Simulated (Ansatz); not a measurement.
Results of PBEsol-D3(BJ) (Ansatz, a program for electronic structure, plane waves, PAW) for 1T (CdI2-type) CdI₂.

Numerical settings: plane-wave cutoff 520 eV, 12×12×6 k mesh (along the axes of the cell as run), Fermi–Dirac smearing 0.01 eV, scalar-relativistic PAW data made under PBE.

Equation-of-state points:

```csv
V (Å³/atom),E − E_lowest (meV/atom),P (GPa)
31.294,4.51,1.171
31.946,1.07,0.538
32.598,0.00,0.006
33.250,0.90,-0.440
33.902,3.41,-0.787
```

Estimate the bulk modulus and its pressure derivative from these points.

V0 = 32.605 Å³/atom, B0 = 24.0 GPa, B′ = 8.7 (fit to the energies at full precision).

Shape and atoms are relaxed at each volume.

Note: the bulk modulus comes from volumes at which shape and atoms were relaxed.

Spin–orbit coupling is not included.

The computed numbers hold no vibrational or temperature effects.
